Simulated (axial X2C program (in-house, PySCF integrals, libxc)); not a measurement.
## What spin–orbit coupling does to LiS⁻

Calculated with an in-house relativistic program for diatomic molecules. Spin-free means the one-electron spin-free X2C Hamiltonian; two-component (2c) means X2C with spin–orbit coupling and atomic mean-field two-electron Coulomb and Gaunt terms, so the difference of the two also holds small scalar two-electron terms. Basis: S dyall-av3z [9s8p3d2f], Li dyall-av3z [9s9p3d] (cores contracted in-house); Gaussian nuclei, density fitting, unrestricted open shells. Masses: S 31.972 u, Li 7.016 u.

Spin-free state: M_S = 0, Λ = 0 (closed shell); fragments S- + Li.

```tsv
level	Re (Å)	ωe (cm⁻¹)	De (eV)	μ (D)
PBE0	2.053	655.1	2.242	5.26
HF	2.053	681.1	0.979	6.60
MP2	2.092	622.3	2.392	n/a
CCSD	2.073	646.0	2.124	n/a
CCSD(T)	2.087	623.1	2.288	n/a
r2SCAN	2.070	639.7	2.351	4.83
```

Correlated methods: 8 electrons correlated (number of frozen shells: S 2 s, 1 p; Li 1 s), 188 virtual spin orbitals or spinors in MP2, 88 natural virtuals in coupled cluster.

Dipoles are positive if Li is the positive end and refer to the centre of mass.

Two-component determinant lowest at the distance of the search:

Ω = 0 (closed shell); fragments S- + Li.

```
  level  Re (Å)  ωe (cm⁻¹)  De (eV)  μ (D)
   PBE0   2.054      654.9    2.240   5.26
     HF   2.053      680.9      n/a   6.60
    MP2   2.092      622.0    2.372    n/a
   CCSD   2.073      645.9    2.114    n/a
CCSD(T)   2.088      623.0    2.269    n/a
 r2SCAN   2.070      639.5    2.350   4.83
```

(1) From the two tables, how do the constants change at the CCSD(T) level (2c against spin-free)?

The state is one determinant whose occupation by symmetry is held fixed; it was picked as the lowest of a PBE0 search that is not exhaustive. The closed shell is kept restricted, so the energy runs too high when the bond is stretched far. De is counted from the lowest determinant-based energies of the atoms at the same level, without counterpoise correction. De is not given where an atomic determinant may have missed its ground term or J level, or where the truncated virtual space spoils (T). CCSD and (T) use frozen natural virtuals with an MP2 correction for the truncation; (T) itself is uncorrected, so its De runs slightly low. The 2c atoms are single determinants rather than J levels; their spin–orbit lowering is only partly caught, and De is too large by that part. This holds for PBE0, r2SCAN. The functionals have no current-density term, which raises determinants with orbital currents, atoms included. The highest occupied level of some functionals is positive through self-interaction error; at Hartree–Fock it is bound. Hartree–Fock gets electron affinities wrong, so its lowest charge split need not be the true one.

Answers

(1) At the CCSD(T) level Re is unchanged within 0.001 Å and ωe doesn't move by more than 0.2 cm⁻¹; De changes by -0.019 eV.
